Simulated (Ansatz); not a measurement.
# CH₂AlN: how energies converge with the basis set

Aim: see how fast density functionals and correlated methods converge with the basis set for CH₂AlN.

Method: one geometry, several basis sets; program: Ansatz 0.2.0, Gaussian basis.

Plan: PBE0-D4/def2-SVP; ωB97M-V/def2-SVP; PBE0-D4/def2-QZVPP; ωB97M-V/def2-QZVPP; CCSD(T)/cc-pV(D+d)Z; CCSD(T)/cc-pV(T+d)Z; MP2/cc-pV(Q+d)Z; the functionals' def2-TZVPP values are taken from earlier runs.

**1. The geometry**

An earlier PBE0-D4/def2-TZVP relaxation fixed the geometry.

SMILES `[CH]1=[N][AlH]1`, 5 atoms, charge 0, spin multiplicity 1.

Atoms are counted from 1 here; the program's logs count them from 0.

Bond lengths: C1–N2 1.290 Å, C1–Al3 1.834 Å, C1–H4 1.098 Å, N2–Al3 1.835 Å, Al3–H5 1.563 Å. Angles: N2–C1–Al3 69.4°, N2–C1–H4 125.9°, Al3–C1–H4 164.6°, C1–N2–Al3 69.4°, C1–Al3–N2 41.2°, C1–Al3–H5 175.1°, N2–Al3–H5 143.8°.

Coordinates:

```xyz
5
CH2AlN
C    -0.6297   -0.6989   -0.0352
N     0.1702   -0.5988    0.9717
Al    0.5070    0.7240   -0.2547
H    -1.4112   -1.4599   -0.1639
H     1.4136    1.9599   -0.5593
```

**2. PBE0-D4 in def2-SVP**

The input, in.yaml:

```yaml
crystal:
  periodic: [false, false, false]
  atoms:
    - {symbol: C, position_ang: [-0.629699, -0.698916, -0.035185]}
    - {symbol: N, position_ang: [0.170209, -0.598846, 0.971666]}
    - {symbol: Al, position_ang: [0.506991, 0.724001, -0.254678]}
    - {symbol: H, position_ang: [-1.411163, -1.459867, -0.163944]}
    - {symbol: H, position_ang: [1.413562, 1.959930, -0.559259]}
basis:
  gaussian: {orbitals: def2-SVP}
hamiltonian: {xc: pbe0, dispersion: d4}
output: {orbitals: {seedname: orbitals}}
```

Launch:

```bash
$ ansatz run in.yaml --threads 2 --pin off --events-out ev --progress --plain --max-ram 4352MiB
```

The runs that follow: ωB97M-V in def2-SVP; PBE0-D4 in def2-QZVPP; ωB97M-V in def2-QZVPP; CCSD(T) in cc-pV(D+d)Z; CCSD(T) in cc-pV(T+d)Z; MP2 in cc-pV(Q+d)Z.

Before running them: what should the planned runs give, taken together? Wanted: MP2 correlation recovered, cc-pV(D+d)Z; MP2 correlation recovered, cc-pV(T+d)Z; MP2 correlation recovered, cc-pV(Q+d)Z; difference of two CCSD(T) limits: def2 sets; PBE0-D4: double and triple zeta above quadruple; ωB97M-V: double and triple zeta above quadruple.

**Answer**, as computed:

| quantity | value |
| --- | --- |
| MP2 correlation recovered, cc-pV(D+d)Z | 73.5 % |
| MP2 correlation recovered, cc-pV(T+d)Z | 89.7 % |
| MP2 correlation recovered, cc-pV(Q+d)Z | 95.7 % |
| difference of two CCSD(T) limits: def2 sets (earlier runs) less this series | -34 meV |
| PBE0-D4: double and triple zeta above quadruple | 5.63, 0.35 eV |
| ωB97M-V: double and triple zeta above quadruple | 5.70, 0.34 eV |

What this shows: PBE0-D4 gains 5.27 eV from double to triple zeta, then 0.35 eV more. In cc-pV(D+d)Z MP2 holds 73 % of its limit, in cc-pV(Q+d)Z 96 %, while Hartree-Fock is within 0.074 eV in the largest set. A limit from the def2 sets, made apart, differs by 34 meV, a least measure of the doubt on such a limit. Total energies overstate the basis error of differences, where much of it tends to cancel.
